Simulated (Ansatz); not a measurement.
A made-up structure of AlSiH3F (charge -1), closed shell:

F1  (-1.726, -1.907, 0.937)
Si2  (-0.445, -1.225, -0.132)
Al3  (0.448, 1.175, 0.070)
H4  (0.141, -2.284, -1.042)
H5  (1.732, 1.764, -1.023)
H6  (-0.150, 2.478, 1.190)
(Å)

It is relaxed with PBE-D4/def2-SVPD and then PBE0-D4/def2-TZVPD (Ansatz 0.2.0). Atoms count as bonded within 1.22 times the sum of their covalent radii (H–H: 0.88 Å). The end point is not checked to be a true minimum.

(1) Does its bonding change? (A judgement: the text doesn't fix the answer.)

Results:

(1) The calculation gives: No: no bond forms or breaks.

Where it ends: The first stage lowers the energy by 0.97 eV in 10 steps. It ends as AlSiH₃F ([F][SiH][AlH2]), total charge -1:
F1  (-1.538, -1.703, 0.839)
Si2  (-0.650, -0.987, -0.373)
Al3  (0.514, 1.001, 0.177)
H4  (0.293, -2.110, -0.763)
H5  (1.466, 1.610, -0.994)
H6  (-0.084, 2.190, 1.114)
(Å)

Labels in which every atom is bracketed show which atoms are joined, not bond orders.

For scale, one of the runs: PBE0-D4/def2-TZVPD relaxation, 153 basis functions, launched by `ansatz run in.yaml --threads 2 --pin off --events-out ev --progress --plain --max-ram 4352MiB`. Hardware: 2 CPU threads of an Arm Neoverse V1, shared host. Wall time about 30 s.
